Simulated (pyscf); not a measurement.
H₂N–Mo(=O)(=O)–OH (SMILES [NH2][Mo](=[O])(=[O])[OH]) -> O=Mo(=O)=O (SMILES [O]=[Mo](=[O])=[O]) + NH₃ (SMILES N), an elimination (singlet surface; H–O, Mo–N broken, H–N formed). Single points on ωB97X-D3(BJ)/def2-SVP structures (PySCF, gas phase). Energies in kJ/mol from the reactant's lowest minimum found.

Small-basis levels: PySCF, no dispersion term, spherical d functions. AM1 to PM7: differences of heats of formation from MOPAC, which are fitted to 298 K values and so differ in kind from electronic energies by zero-point and thermal terms. Cost: rough CPU time at the saddle relative to B3LYP/6-31G*+LANL2DZ, from one job on a shared machine.

```json
[
 {"level": "HF/6-31G*+LANL2DZ", "barrier": "232.7", "reaction energy": "+273.2", "cost": "0.1"},
 {"level": "MP2/6-31G*+LANL2DZ", "barrier": "176.4", "reaction energy": "+210.4", "cost": "0.2"},
 {"level": "SVWN5/6-31G*+LANL2DZ", "barrier": "146.6", "reaction energy": "+298.7", "cost": "1"},
 {"level": "PBE/6-31G*+LANL2DZ", "barrier": "[?]", "reaction energy": "+239.2", "cost": "2"},
 {"level": "B3LYP/LANL2DZ", "barrier": "[?]", "reaction energy": "+287.6", "cost": "0.9"},
 {"level": "AM1", "barrier": "313.5", "reaction energy": "+306.2", "cost": "under 0.02"},
 {"level": "PM6", "barrier": "239.9", "reaction energy": "+151.7", "cost": "under 0.02"},
 {"level": "ωB97M-D3(BJ)/def2-TZVP", "barrier": "[?]", "reaction energy": "+280.6", "cost": "–"}
]
```

Problem. Some entries are withheld; supply them.

Solution. 
- PBE/6-31G*+LANL2DZ, barrier: 155.9
- B3LYP/LANL2DZ, barrier: 199.6
- ωB97M-D3(BJ)/def2-TZVP, barrier: 181.8

Against the last row the barrier runs from -35.1 (SVWN5/6-31G*+LANL2DZ) to +131.8 kJ/mol (AM1). ωB97M-D3(BJ)/def2-TZVP has limits of its own. On the reactant side the descent ends in a point that may be a rotor saddle (no frequency run), 10.7 kJ/mol over the lowest minimum found and 171.8 kJ/mol under the saddle at ωB97X-D3(BJ)/def2-TZVP. On the product side the descent ends in an adduct with a Mo–N contact, 251.7 kJ/mol under the separated species and 141.1 kJ/mol under the saddle at ωB97X-D3(BJ)/def2-TZVP. At ωB97M-D3(BJ) the saddle lies under the separated products, which points to a path from their complex (located at ωB97X-D3(BJ) alone), and parting the products costs more than the saddle. What is counted as broken (Mo–N) persists as a longer contact in the product adduct; parting that adduct is a step of its own. At the saddle there is also a short H–Mo contact that neither side keeps. One saddle was located; it need not be the lowest between these sides. In the def2 sets elements past Kr carry core potentials, without spin-orbit coupling.
